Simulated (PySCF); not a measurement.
**Electric properties by functional and basis**

C4H6OS.
SMILES: `C(C)(=O)[C@H]1CS1`

PySCF, dipoles from the SCF density, polarisabilities from static response with core orbitals frozen. Geometry: PBE0-D3(BJ)/def2-SVP, one conformer, isolated molecule.

The anisotropy is √(½[(α1 − α2)² + (α2 − α3)² + (α3 − α1)²]).

```tsv
level	μ (D)	α (au)	anisotropy (au)
LDA/def2-SVPD	2.489	72.98	22.50
PBE/def2-SVPD	2.398	72.41	22.64
B3LYP/def2-SVPD	2.519	70.13	20.73
PBE0/def2-SVPD	2.499	69.31	20.33
BHandHLYP/def2-SVPD	2.635	67.51	19.16
CAM-B3LYP/def2-SVPD	2.572	68.78	19.55
wB97X-D/def2-SVPD	2.536	68.63	19.54
LC-wPBE/def2-SVPD	2.531	66.92	18.66
HF/def2-SVPD	2.781	65.35	18.11
PBE0/6-31G*	2.213	56.75	19.72
PBE0/def2-SVP	2.262	56.65	17.26
PBE0/6-31+G*	2.490	64.86	21.42
PBE0/aug-cc-pVDZ	2.455	70.28	20.73
PBE0/def2-TZVP	2.398	65.82	19.92
PBE0/def2-TZVPD	2.459	70.55	20.52
```

The dipole runs from 2.21 D (PBE0/6-31G*) to 2.78 D (HF/def2-SVPD). No reference polarisability is at hand; against PBE0 in the largest diffuse basis at hand (def2-TZVPD) the other PBE0 rows deviate by 6-31G* -20%, def2-SVP -20%, 6-31+G* -8%, def2-SVPD -2%, aug-cc-pVDZ 0%, def2-TZVP -7%. In one basis (def2-SVPD) the functionals order the polarisability from HF (lowest) to LDA (highest), a spread of 12%. With PBE0 the polarisability is 59.74 au without diffuse functions (mean of 6-31G*, def2-SVP and def2-TZVP) and 68.75 au with them (mean of 6-31+G*, def2-SVPD, aug-cc-pVDZ and def2-TZVPD).
